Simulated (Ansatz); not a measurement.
A made-up structure of C$_{2}$H$_{3}$S (charge -1), singlet:

C1  (-0.522, 0.252, -0.609)
C2  (0.427, -0.094, 0.515)
S3  (1.089, -1.817, 1.075)
H4  (-0.995, -0.610, -1.326)
H5  (-0.837, 1.409, -0.823)
H6  (0.837, 0.861, 1.168)
(Å)

It is relaxed with PBE-D4/def2-SVPD and then PBE0-D4/def2-TZVPD (Ansatz 0.2.0). Atoms count as bonded within 1.22 times the sum of their covalent radii (H–H: 0.88 Å). The end point is not checked to be a true minimum.

Question: Does its bonding change? (A judgement: the text doesn't fix the answer.)

Answer: By the calculation: No: no bond forms or breaks.

Where it ends: The first stage lowers the energy by 1.32 eV in 6 steps. It ends as C₂H₃S ([CH2][CH][S]), total charge -1:
```csv
atom,x (Å),y (Å),z (Å)
C1,-0.4659,0.2245,-0.5435
C2,0.3816,-0.0841,0.4603
S3,0.9727,-1.6227,0.9596
H4,-0.8886,-0.5447,-1.1841
H5,-0.7470,1.2579,-0.7352
H6,0.7471,0.7692,1.0429
```

Labels in which every atom is bracketed show which atoms are joined, not bond orders.

For scale, one of the runs: PBE0-D4/def2-TZVPD relaxation, 147 basis functions, launched by `ansatz run in.yaml --threads 2 --pin off --events-out ev --progress --plain --max-ram 4352MiB`. Hardware: 2 CPU threads of an Arm Neoverse V1, shared host. Wall time about 18 s.
